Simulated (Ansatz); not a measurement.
**Match the barriers**

Saddle point of CH$_{5}$O, doublet (CH₄O ([CH3][OH]) + H → CH₃O ([CH3][O]) + H₂; bonds formed: H1–H4; bonds broken: H1–O2), PBE0-D4/def2-TZVP structure:

H1  (-0.739, -1.155, 0.398)
O2  (-0.035, -0.760, -0.545)
C3  (0.391, 0.534, -0.271)
H4  (-1.210, -1.291, 1.132)
H5  (1.025, 0.599, 0.620)
H6  (-0.435, 1.252, -0.197)
H7  (1.003, 0.821, -1.137)
(Å)

Computed with Ansatz 0.2.0 (basis: def2-TZVPP, with def2-QZVPP for the basis limit); correlated methods freeze the cores; orbitals are unrestricted. Extrapolation: Hartree–Fock as exp(−7.88 √X), correlation as X^−2.97. Four methods, as single points on the PBE0-D4 structures, gave these electronic barriers from the start structure: 10.5, 42.7, 94.5, 103.2 kJ/mol.

The methods were, in alphabetical order, BLYP-D4, HF, MP2, PBE0-D4. Which gave which? (Judge from chemistry; the calculation decides.)

The calculation gives: BLYP-D4 10.5; PBE0-D4 42.7; HF 94.5; MP2 103.2 kJ/mol. For comparison, CCSD(T) at an estimated basis limit (MP2 extrapolated from triple and quadruple zeta, plus CCSD(T) − MP2 in triple zeta) gives 67.4 kJ/mol.

No T1 diagnostic of these runs exceeds 0.023. ⟨S²⟩ of the unrestricted Hartree–Fock references: 0.75 to 0.79 (a pure state has 0.75).

Labels in which every atom is bracketed show which atoms are joined, not bond orders.

For scale, one of the runs: CCSD(T)/def2-TZVPP, 132 basis functions (an equivalent command: `ansatz run in.yaml --threads 2`). Hardware: 2 CPU threads, shared host. Wall time 28 s; peak host memory 1.6 GiB.
